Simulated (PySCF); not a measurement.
## How the functional moves excitation energies

C₆H₄O₂.
Geometry (PBE0-D3(BJ)/def2-SVP, Å), atoms numbered from 1 in this order:
```
atom  x, y, z in Å
C1     1.984   -0.173   -0.481
C2     1.566    0.243    0.757
C3     0.150    0.279    0.627
O4    -0.964    0.559    1.323
C5    -1.999    0.343    0.461
C6    -1.582   -0.073   -0.777
C7    -0.166   -0.108   -0.647
O8     0.949   -0.389   -1.343
H9     2.976   -0.357   -0.885
H10    2.200    0.478    1.608
H11   -2.992    0.527    0.865
H12   -2.216   -0.308   -1.628
```

Linear-response calculations in the def2-SVPD basis (PySCF; singlets by full response, triplets Tamm–Dancoff, core orbitals frozen in the response; HF means time-dependent Hartree–Fock). 'Strongest' is the level of largest summed f among the singlets computed (10 roots, of which the last may lack a degenerate partner); it can jump between rows when another state enters that window. S1 is the lowest singlet of each run and needn't be the same state throughout; f(S1) is that of one state. Isolated species at its PBE0-D3(BJ)/def2-SVP geometry, gas phase.

```json
{"functional": "LDA", "kind": "LDA", "S1 (eV)": "5.12", "f(S1)": "0.346", "strongest (eV)": "5.12", "T1 (eV)": "3.56", "HOMO (eV)": "-5.43", "gap (eV)": "3.96", "ionisation energy, ΔSCF (eV)": "8.35"}
{"functional": "PBE", "kind": "GGA", "S1 (eV)": "5.10", "f(S1)": "0.342", "strongest (eV)": "5.10", "T1 (eV)": "3.41", "HOMO (eV)": "-5.20", "gap (eV)": "3.97", "ionisation energy, ΔSCF (eV)": "8.06"}
{"functional": "B3LYP", "kind": "global hybrid, 20% exact exchange", "S1 (eV)": "5.23", "f(S1)": "0.371", "strongest (eV)": "5.23", "T1 (eV)": "3.39", "HOMO (eV)": "-5.96", "gap (eV)": "5.37", "ionisation energy, ΔSCF (eV)": "8.09"}
{"functional": "BHandHLYP", "kind": "global hybrid, 50% exact exchange", "S1 (eV)": "5.38", "f(S1)": "0.390", "strongest (eV)": "5.38", "T1 (eV)": "3.29", "HOMO (eV)": "-6.91", "gap (eV)": "7.51", "ionisation energy, ΔSCF (eV)": "7.89"}
{"functional": "CAM-B3LYP", "kind": "range-separated hybrid", "S1 (eV)": "5.39", "f(S1)": "0.375", "strongest (eV)": "5.39", "T1 (eV)": "3.42", "HOMO (eV)": "-7.36", "gap (eV)": "8.05", "ionisation energy, ΔSCF (eV)": "8.15"}
{"functional": "wB97X-D", "kind": "range-separated hybrid", "S1 (eV)": "5.41", "f(S1)": "0.380", "strongest (eV)": "5.41", "T1 (eV)": "3.51", "HOMO (eV)": "-7.88", "gap (eV)": "9.25", "ionisation energy, ΔSCF (eV)": "8.10"}
{"functional": "LC-wPBE", "kind": "range-separated hybrid", "S1 (eV)": "5.58", "f(S1)": "0.369", "strongest (eV)": "5.58", "T1 (eV)": "3.41", "HOMO (eV)": "-8.64", "gap (eV)": "10.41", "ionisation energy, ΔSCF (eV)": "8.24"}
{"functional": "HF", "kind": "Hartree–Fock", "S1 (eV)": "5.39", "f(S1)": "0.392", "strongest (eV)": "5.39", "T1 (eV)": "2.85", "HOMO (eV)": "-7.91", "gap (eV)": "10.61", "ionisation energy, ΔSCF (eV)": "not settled"}
```

Task: What does PBE0 (global hybrid, 25% exact exchange) give?

Result: S1 (eV) 5.33, f(S1) 0.379, strongest (eV) 5.33, T1 (eV) 3.37, HOMO (eV) -6.14, gap (eV) 5.77, ionisation energy, ΔSCF (eV) 8.07. S1 runs from 5.10 eV (PBE) to 5.58 eV (LC-wPBE), a spread of 0.48 eV, while the orbital gap spreads over 6.6 eV. −ε(HOMO) comes closest to its own ΔSCF ionisation energy with wB97X-D (-0.22 eV) and misses most with LDA (-2.92 eV). The lowest singlet of a reference set is 1Au(Ryd) at 5.43 eV (computed, CC3/aug-cc-pVTZ, gas; Loos, Jacquemin, bicyclic systems (2021), arXiv:2109.13894). The lowest computed singlet differs from it by wB97X-D -0.02, CAM-B3LYP -0.04, HF -0.04, BHandHLYP -0.05, PBE0 -0.10, LC-wPBE +0.15, B3LYP -0.20, LDA -0.31, PBE -0.33 eV; geometry and basis of the reference needn't be the same. The lowest triplet of a reference set is 3Bu(π→π*) at 3.58 eV (computed, CC3/aug-cc-pVTZ, gas; Loos, Jacquemin, bicyclic systems (2021), arXiv:2109.13894). The lowest computed triplet differs from it by LDA -0.02, wB97X-D -0.07, CAM-B3LYP -0.16, LC-wPBE -0.17, PBE -0.17, B3LYP -0.19, PBE0 -0.21, BHandHLYP -0.29, HF -0.73 eV; geometry and basis of the reference needn't be the same. 'Not settled' means that the ion's SCF failed to converge or may have ended in another state than the lowest.
